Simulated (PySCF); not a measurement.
C₃H₅F₂N.
Numbering: `[CH3:1]/[N:2]=[CH:3]/[CH:4]([F:5])[F:6]` (hydrogens: H7, H8, H9 on C1; H10 on C3; H11 on C4)

Cartesian coordinates in Å at the PBE0-D3(BJ)/def2-SVP level; atoms count from 1:
```xyz
11
C3H5F2N angstrom
C      1.8341   -0.3928    0.2778
N      0.4936   -0.0088    0.6107
C     -0.3757    0.0374   -0.3009
C     -1.7816    0.4408    0.0267
F     -2.6317   -0.5519   -0.3181
F     -2.1169    1.5319   -0.6990
H      2.1163   -1.2720    0.8790
H      1.9899   -0.6243   -0.7938
H      2.5230    0.4147    0.5735
H     -0.1808   -0.1998   -1.3673
H     -1.8901    0.6649    1.1005
```

Computed with PySCF at PBE0/pcSseg-1, non-relativistic, on one gas-phase PBE0-D3(BJ)/def2-SVP geometry that isn't relaxed in the solvent. The solvent is an IEF-PCM continuum (van der Waals radii × 1.2). Specific hydrogen bonds and non-electrostatic terms are outside this model.

| run | E − E(gas) (kcal/mol) | HOMO (eV) | HOMO–LUMO gap (eV) | dipole (D) |
| --- | --- | --- | --- | --- |
| gas | 0.00 | -7.92 | 7.06 | 2.29 |
| P | -1.80 | -7.86 | 7.08 | 2.46 |
| Q | -3.83 | -7.82 | 7.09 | 2.63 |

**Question.** The runs were made in cyclohexane and dichloromethane. Which run belongs to which solvent?

**Answer.** P = cyclohexane, Q = dichloromethane. The dielectric constants are 2.017 (cyclohexane), 8.93 (dichloromethane), and the energy falls further as ε rises. In this model the ground state sees the solvent through ε alone.

**Question.** How constant is the ratio of the lowering to (ε − 1)/(2ε + 1)?

**Answer.** 
```csv
solvent,(ε − 1)/(2ε + 1),E − E(gas) (kcal/mol),ratio (kcal/mol),polarisation term (kcal/mol)
cyclohexane,0.202,-1.80,-8.9,-1.88
dichloromethane,0.420,-3.83,-9.1,-4.20
```

The ratio changes by +1.9 % in size from cyclohexane to dichloromethane. The polarisation term is half the interaction of the solute with the induced surface charges.

Hardware: an Arm Neoverse N1 with one thread, no GPU (shared host). Cost: 14 s wall. This is the whole shielding run at PBE0/pcSseg-1 in dichloromethane, SCF included.
